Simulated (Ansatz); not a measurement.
**Worked example: SiH₂⁺, doublet against SiH2, singlet**

Geometry (PBE0/def2-TZVP stationary point of a singlet), kept for both states (SiH2, singlet: A1; SiH2⁺, doublet: A1):

```xyz
3

Si    0.0000   -0.0715    0.0000
H     0.0000    0.9958   -1.0900
H     0.0000    0.9958    1.0900
```

Basis cc-pVDZ; Ansatz 0.2.0. Only valence electrons are correlated (noble-gas cores frozen). R marks a restricted (for open shells ROHF) determinant.

Full CI is exact within this basis and frozen core; it isn't the basis-set limit.

```
   level  E(SiH2, singlet) (hartree)  E(SiH2⁺, doublet) (hartree)
RCCSD(T)                 -290.137423                  -289.795078
     PBE                 -290.447439                  -290.104452
 wB97M-V                 -290.578469                  -290.232028
 full CI                 -290.138141                  -289.795723
```

Question: Give the vertical gap, SiH2⁺ doublet less SiH2 singlet, at each level in eV (1 hartree = 27.2114 eV), and each error against full CI.

Answer: full CI: (-289.795723 − (-290.138141)) × 27.2114 = 9.318 eV (the reference)
wB97M-V: (-290.232028 − (-290.578469)) × 27.2114 = 9.427 eV, error 0.109 eV
PBE: (-290.104452 − (-290.447439)) × 27.2114 = 9.333 eV, error 0.015 eV
RCCSD(T): (-289.795078 − (-290.137423)) × 27.2114 = 9.316 eV, error -0.002 eV

Total energies of functionals can't be set beside those of wave-function methods, since they hold the core's correlation and their own absolute errors; only the differences compare.

In so small a basis the reference is far from its limit while semilocal and hybrid functionals are nearer theirs, so the functionals' errors here hold much of the reference's basis and frozen-core error, which can add to them or hide them.

Each level lands on the state that its own search finds. T1 diagnostics of restricted CCSD: 0.014 and 0.025.
